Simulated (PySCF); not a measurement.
## How strong are the bonds of neopentane?

System: neopentane, `CC(C)(C)C` (C5H12). Optimised structure (Å), atoms numbered from 1:
```
C    -0.1788   -0.5547    1.4134
C    -0.0012    0.0010   -0.0012
C    -0.0388    1.5301    0.0430
C    -1.1315   -0.5118   -0.8961
C     1.3444   -0.4598   -0.5651
H    -1.1417   -0.2389    1.8462
H    -0.1556   -1.6565    1.4134
H     0.6222   -0.2020    2.0829
H     0.0885    1.9601   -0.9635
H    -0.9987    1.8931    0.4443
H     0.7650    1.9288    0.6827
H    -2.1155   -0.1942   -0.5151
H    -1.1301   -1.6125   -0.9468
H    -1.0294   -0.1281   -1.9240
H     1.4009   -1.5594   -0.6099
H     2.1797   -0.1059    0.0605
H     1.5013   -0.0735   -1.5851
```

Level of theory: PBE0-D3(BJ)/def2-TZVP single points in PySCF, grid level 2; every species was optimised with PBE0-D3(BJ)/def2-SVP. Zero-point and thermal terms (298.15 K, 1 bar) come from unscaled GFN2-xTB harmonic frequencies, with soft modes damped to free rotors in the entropy. These were taken at the GFN2-xTB minima.

| bond | r / Å | radicals | BDE(298 K) / kJ/mol | BDFE / kJ/mol | D₀ / kJ/mol | Dₑ / kJ/mol |
| --- | --- | --- | --- | --- | --- | --- |
| C1–C2 | 1.530 | CH3• + `C[C](C)C` | 343 | 281 | 334 | 371 |
| C1–H | 1.102 | `[CH2]C(C)(C)C` + H• | 411 | 366 | 403 | 444 |

Homolysis to relaxed radicals in the gas phase; the table need not hold every single bond outside rings.

Weakest of these: C1–C2 (343 kJ/mol); strongest: C1–H (411 kJ/mol).

Structures, frequencies and single points took 110 s of wall time on 1 thread of Intel Xeon Platinum 8488C (shared host), launched as `OMP_NUM_THREADS=1 python redox_run.py task.json out`.
